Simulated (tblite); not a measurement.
C₂H₅S (doublet state).
Structure used (GFN2-xTB), in Å, numbered top down from 1:
```
atom  x, y, z in Å
C1    -0.9343    0.4568    0.1674
C2     0.0403   -0.5742    0.3061
S3     1.3491   -0.3854   -1.1160
H4    -0.7702    1.4250    0.6044
H5    -1.7256    0.3617   -0.5522
H6    -0.3268   -1.5779    0.1099
H7     0.6386   -0.5318    1.2114
H8     1.7379    0.8352   -0.7556
```

Computed with GFN2-xTB (tblite): harmonic, unscaled wavenumbers at the GFN2-xTB geometry, gas phase. This tight-binding method is rough: wavenumbers can miss measured ones by several per cent, in bad cases by 10 to 20. Modes of hydrogen on sulfur can be 10 to 20 % off. One conformer, not necessarily the lowest. Open shells enter through the occupations alone, without spin polarisation, and single modes of such species can be off by tens of per cent.

Harmonic wavenumbers (cm⁻¹): 201.6, 256.1, 316.2, 432.2, 667.4, 729.5, 811.7, 1020.1, 1124.0, 1190.4, 1194.7, 1394.8, 1450.7, 2445.7, 3011.2, 3024.9, 3121.3, 3162.9.

A = 28801, B = 5614, C = 5133 MHz; mass 61.011 u (most abundant isotopes); point group C1, symmetry number 1; spin multiplicity 2.

Q: Zero-point energy?

A: Half the sum of the wavenumbers: 12778 cm⁻¹ = 36.53 kcal/mol.

Q: Give the ideal-gas entropy at 200 K and 1 bar in the rigid-rotor, harmonic-oscillator model (classical rotation).

A: Translation 36.29, rotation 22.28, vibration 3.79, spin (R ln 2) 1.38: S = 63.7 cal/(mol K).

Q: And Cp and H(200 K) − H(0)?

A: Cp = 14.44 cal/(mol K), of which vibrations give 6.49 (their classical limit is 18 R = 35.8); H(200 K) − H(0) = 2.10 kcal/mol without the zero-point energy, 0.51 from vibrations.

Q: Which modes carry the vibrational entropy at 200 K?

A: 201.6 cm⁻¹: 1.41; 256.1 cm⁻¹: 1.03; 316.2 cm⁻¹: 0.73; 432.2 cm⁻¹: 0.38; 667.4 cm⁻¹: 0.10; 729.5 cm⁻¹: 0.07 cal/(mol K); the other 12 give 0.06 together.

Q: How do the functions run with temperature in this model?

A: 
| T (K) | S (cal/(mol K)) | Cp (cal/(mol K)) | H − H(0) (kcal/mol) | G − H(0) (kcal/mol) | ln q(vib) |
| --- | --- | --- | --- | --- | --- |
| 50 | 49.0 | 8.2 | 0.40 | -2.05 | 0.00 |
| 100 | 55.3 | 10.3 | 0.86 | -4.67 | 0.09 |
| 298.15 | 70.2 | 18.1 | 3.70 | -17.22 | 1.31 |
| 373.15 | 74.5 | 20.7 | 5.16 | -22.65 | 1.89 |
| 500 | 81.1 | 24.4 | 8.03 | -32.54 | 2.91 |
| 750 | 92.1 | 29.5 | 14.82 | -54.24 | 4.94 |
| 1000 | 101.1 | 33.1 | 22.67 | -78.41 | 6.85 |

q(vib) and H(0) count from the zero-point level.

Q: What must be added to the electronic energy to get the Gibbs energy at 200 K and 1 bar?

A: ZPE + [H(200 K) − H(0)] − T·S = 36.53 + 2.10 − 12.75 = 25.88 kcal/mol.

Hindered rotation and anharmonicity are outside this model. Other conformers, if any are populated, would add a mixing term that is left out. The structure is chiral; the term R ln 2 for an equal mix with its mirror image is left out.
